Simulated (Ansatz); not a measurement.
# UBLYP/STO-3G run of SiHF2 (SMILES F[SiH]F)

What is the energy change on altering one bond length of SiHF2 at UBLYP/STO-3G? 

The results are computed with Ansatz 0.2.0.

66 further runs of the same task are left out: 9 that didn't finish, 57 set aside as unsound or not needed.

## (1) The molecule

SiHF2: 4 atoms, total charge 0, spin state doublet. SMILES: `F[SiH]F`. Geometry: relaxed at GFN2-xTB.

Bond lengths: F1–Si2 1.606 Å, Si2–F3 1.606 Å, Si2–H4 1.439 Å. Angles: F1–Si2–F3 100.4°, F1–Si2–H4 108.7°, F3–Si2–H4 108.6°.

## (2) The energy at UBLYP/STO-3G

job.yaml reads:

```yaml
crystal:
  periodic: [false, false, false]
  atoms:
    - {symbol: F, position_ang: [1.226950, 0.652980, -0.410280]}
    - {symbol: Si, position_ang: [-0.028060, -0.342890, -0.301090]}
    - {symbol: F, position_ang: [-1.234200, 0.716240, -0.252780]}
    - {symbol: H, position_ang: [0.035310, -1.026330, 0.964150]}
basis:
  gaussian:
    orbitals: STO-3G
magnetization:
  spin_polarized: true
  initial_magnetization: 1
hamiltonian:
  xc: {name: BLYP}
accuracy: high
```

Command:

```
$ ansatz run job.yaml --threads 1 --pin off --max-ram 2610MiB --events-out events.jsonl --progress --plain --runs-dir runs
```

The log of the run:

```text
Warning: RAYON_NUM_THREADS=1 ignored (pool sized by the plan → 1); use --threads N
Functional definition: BLYP
  name "BLYP"
  parameter beta = 0.0042
  parameter a = 0.04918
  parameter b = 0.132
  parameter c = 0.2533
  parameter d = 0.349
  exchange = b88_x(beta = beta)
  correlation = lyp_c(a = a, b = b, c = c, d = d)
361 factors; integrals over basis functions are off by at most 3.0e-8 eV
mean field evaluation 1: about -13152.4258 eV, gradient 1.3e1 eV
mean field evaluation 2: about -13149.6999 eV, gradient 2.4e1 eV
mean field evaluation 4: about -13153.7804 eV, gradient 3.9e-1 eV
mean field evaluation 8: about -13153.7603 eV, gradient 4.2e-2 eV
mean field evaluation 16: about -13153.7603 eV, gradient 5.8e-8 eV
mean field -13153.76032734 eV, -483.3917760908 hartree, gradient 5.8e-8 eV, S^2 0.750599; 0 other end points of the search recorded, 0 dependent functions left out
reference -13153.76035596 eV, -483.3917771425 hartree; 17, 16 occupied and 3, 4 virtual orbitals, 361 factors
Total energy: -13153.76035596 eV, -483.3917771425 hartree
```

Run time: 0.97 s. Hardware: 1 thread of Intel Xeon 6975P-C (Granite Rapids), shared host; peak memory 0.14 GiB.

## (3) The distorted shape, same level

job.yaml reads:

```yaml
crystal:
  periodic: [false, false, false]
  atoms:
    - {symbol: F, position_ang: [1.540700, 0.901946, -0.437577]}
    - {symbol: Si, position_ang: [-0.028060, -0.342890, -0.301090]}
    - {symbol: F, position_ang: [-1.234200, 0.716240, -0.252780]}
    - {symbol: H, position_ang: [0.035310, -1.026330, 0.964150]}
basis:
  gaussian: {orbitals: STO-3G}
magnetization: {spin_polarized: true, initial_magnetization: 1}
hamiltonian: {xc: {name: BLYP}}
accuracy: high
```

Command:

```
$ ansatz run job.yaml --threads 1 --pin off --max-ram 2610MiB --events-out events.jsonl --progress --plain --runs-dir runs
```

The log of the run (excerpt; [...] marks lines left out):

```text
Warning: RAYON_NUM_THREADS=1 ignored (pool sized by the plan → 1); use --threads N
[... 9 set-up lines as earlier in the session ...]
353 factors; integrals over basis functions are off by at most 3.2e-8 eV
mean field evaluation 1: about -13150.3338 eV, gradient 1.6e1 eV
mean field evaluation 2: about -13100.8733 eV, gradient 9.0e1 eV
mean field evaluation 4: about -13152.3291 eV, gradient 8.4e0 eV
mean field evaluation 8: about -13152.8592 eV, gradient 1.7e-1 eV
mean field evaluation 16: about -13152.8595 eV, gradient 1.3e-5 eV
mean field -13152.85952690 eV, -483.3586722853 hartree, gradient 4.8e-8 eV, S^2 0.752338; 2 other end points of the search recorded, 0 dependent functions left out
reference -13152.85955610 eV, -483.3586733584 hartree; 17, 16 occupied and 3, 4 virtual orbitals, 353 factors
Total energy: -13152.85955610 eV, -483.3586733584 hartree
```

It took 1.3 s on 1 thread of Intel Xeon 6975P-C (Granite Rapids), shared host; peak memory 0.14 GiB.

## (4) Summary of results

Level: UBLYP/STO-3G.

| quantity | value |
| --- | --- |
| first shape: total energy | -483.39178 Eh |
| first shape: ⟨S²⟩ | 0.751 |
| distorted shape: total energy | -483.35867 Eh |
| distorted shape: ⟨S²⟩ | 0.752 |
| energy change with the F1–Si2 bond stretched from 1.606 to 2.007 Å | 0.901 eV |

**Reading.** With the F1–Si2 bond stretched from 1.606 to 2.007 Å the energy rises by 0.90 eV (86.9 kJ/mol). The first shape isn't relaxed at this level, so the change isn't measured from a minimum. The minimal basis adds a large error of its own.
